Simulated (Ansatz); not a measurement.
A nudged elastic band was laid between two geometries of BF$_{2}$H (4 atoms, charge 0, multiplicity 1).

All numbers below come from RKS r2SCAN-D4/def2-mTZVP (Ansatz 0.2.0).

```yaml
movable_images: 7
climbing_image: yes
spring: 5.0 eV/Å²
optimiser: quadratic models (default)
start_path: straight line
force_threshold: 0.03 eV/Å
iteration_limit: 60
end_points: relaxed
```

Image 0:

```xyz
4
Properties=species:S:1:pos:R:3
B 0.279 0.000 0.205
H 0.220 0.000 1.391
F 1.441 0.000 -0.417
F -0.817 0.000 -0.530
```

Image 8:

```xyz
4
Properties=species:S:1:pos:R:3
B -0.603 0.000 -0.127
H 1.303 0.000 0.532
F 2.208 0.000 0.815
F -1.784 0.000 -0.571
```

Problem. Which bonds break or form, and what moves?

Solution. Bonds broken: B1–H2, B1–F3. Bonds formed: H2–F3. BF2H becomes BF + FH.

Problem. Give the energies along the band, and the barrier.

Solution. The run converged. The highest image is number 3 of 0 to 8, 443.1 kJ/mol above the first end and 62.2 kJ/mol above the last; the last end lies 380.9 kJ/mol above the first. Neighbouring images differ by up to 2.5 eV, so the band resolves the path poorly. Another band between the same ends (7 images) ends at a top of the same energy, where a vibrational analysis finds 1 clearly imaginary mode. The orbitals stay closed-shell, which can raise the energy where a bond breaks towards radicals; this wasn't checked here.

```tsv
image	path coordinate (Å)	energy (kJ/mol)	B1–H2 (Å)	B1–F3 (Å)	H2–F3 (Å)
0	0.00	0.0	1.19	1.32	2.18
1	0.39	78.8	1.17	1.36	1.81
2	0.78	316.8	1.19	1.59	1.47
3	1.16	443.1	1.35	1.91	1.17
4	1.53	408.5	1.69	2.27	0.98
5	1.90	393.7	1.91	2.61	0.95
6	2.27	387.6	1.95	2.78	0.95
7	2.64	383.0	1.99	2.90	0.95
8	3.00	380.9	2.02	2.97	0.95
```

Problem. What is the geometry of the highest image?

Solution. 
```xyz
4
Properties=species:S:1:pos:R:3
B -0.353 0.000 0.303
H 0.781 0.000 1.045
F 1.550 0.000 0.163
F -0.855 0.000 -0.862
```

Time of the run: 120 s on 1 thread of Arm Neoverse V2, on a shared host, peak memory 0.11 GiB.
